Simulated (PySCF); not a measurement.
## NaH⁺: from constants to spectrum

UHF-CCSD(T) constants of NaH⁺, ²Σ⁺ (doublet), unpaired electrons σ ↑ (basis Na pcseg-1, H pcseg-1; no relativity; PySCF 2.14; masses 22.9898 and 1.0078 u):

| Property | Result |
| --- | --- |
| ωe | 150.1 cm⁻¹ |
| ωexe | 45.1 cm⁻¹ |
| Be | 1.895 cm⁻¹ |
| αe | 0.536 cm⁻¹ |
| De to Na⁺ + H | 0.014 eV |

Task: What force constant and bond length do these constants imply?

Result: Reduced mass μred = 0.96550 u; k = 5.8918×10⁻⁷·μred·ωe² (u, cm⁻¹, mdyn/Å) = 0.0128 mdyn/Å; Re = √(16.8576/(μred·Be)) (u, cm⁻¹, Å) = 3.035 Å.

Task: Estimate the centrifugal constant D from the Kratzer relation and find the Dunham coefficient a1.

Result: D = 4Be³/ωe² = 0.00121 cm⁻¹; a1 = −1 − αeωe/(6Be²) = -4.73.

Correlated steps freeze 1 core orbital. The bond is weak. Basis-set superposition, not corrected here, can be much of De in a small basis, most of all at correlated wavefunction levels. For an ion De counts to the pair picked by the measured ionisation energies or electron affinities, which need not be the lowest pair at this level. The state is the lowest determinant that a PBE0 search found; another state may lie lower at other levels.
